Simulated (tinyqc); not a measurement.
ROHF in the sto-3g basis, for OH+, spin multiplicity 3, step by step (part 2 of 2). Computed by tinyqc, a small Python program that keeps every step (integrals from PySCF). Command: `OMP_NUM_THREADS=1 python tinyqc.py 28808 28809 out.jsonl` (the two numbers bound the seeds that draw the settings). One thread of a shared host (Intel(R) Xeon(R) Processor @ 2.60GHz), about 0.09 s of CPU time with the checks.

Geometry (angstrom):
```
atom         x         y         z
O     0.000000  0.000000  0.000000
H     0.000000  0.000000  1.812000
```

## Convergence

Stop when the energy changes by less than 1e-09 hartree and every element of the error matrix X^T (F D S - S D F) X is below 9e-06.

Course of the cycle:
```
iteration   E (hartree)     change  largest element of the error matrix
1          -73.79418315          -                             1.29e-01
2          -73.66220472   1.32e-01                             1.54e-01
3          -73.83589537  -1.74e-01                             1.41e-01
4          -73.63792984   1.98e-01                             1.91e-01
5          -73.83881853  -2.01e-01                             1.41e-01
6          -73.63613853   2.03e-01                             1.94e-01
7          -73.83903484  -2.03e-01                             1.41e-01
8          -73.63600474   2.03e-01                             1.94e-01
9          -73.83905086  -2.03e-01                             1.41e-01
10         -73.63599480   2.03e-01                             1.94e-01
11         -73.83905205  -2.03e-01                             1.41e-01
12         -73.63599407   2.03e-01                             1.94e-01
13         -73.83905214  -2.03e-01                             1.41e-01
14         -73.63599401   2.03e-01                             1.94e-01
...                 ...        ...                                  ...
67         -73.83905215  -2.03e-01                             1.41e-01
68         -73.63599401   2.03e-01                             1.94e-01
69         -73.83905215  -2.03e-01                             1.41e-01
70         -73.63599401   2.03e-01                             1.94e-01
71         -73.83905215  -2.03e-01                             1.41e-01
72         -73.63599401   2.03e-01                             1.94e-01
73         -73.83905215  -2.03e-01                             1.41e-01
74         -73.63599401   2.03e-01                             1.94e-01
75         -73.83905215  -2.03e-01                             1.41e-01
76         -73.63599401   2.03e-01                             1.94e-01
77         -73.83905215  -2.03e-01                             1.41e-01
78         -73.63599401   2.03e-01                             1.94e-01
79         -73.83905215  -2.03e-01                             1.41e-01
80         -73.63599401   2.03e-01                             1.94e-01
```

PySCF ROHF in the same basis = -73.91462218 hartree

Not converged within the cap of 80 iterations: the residual has stopped falling: the iteration swings between two states. Reruns (cap 100 unless said): DIIS 8: converged in 13; atomic densities as start, DIIS 8: converged in 8; the original settings with a cap of 400: converged in 170.
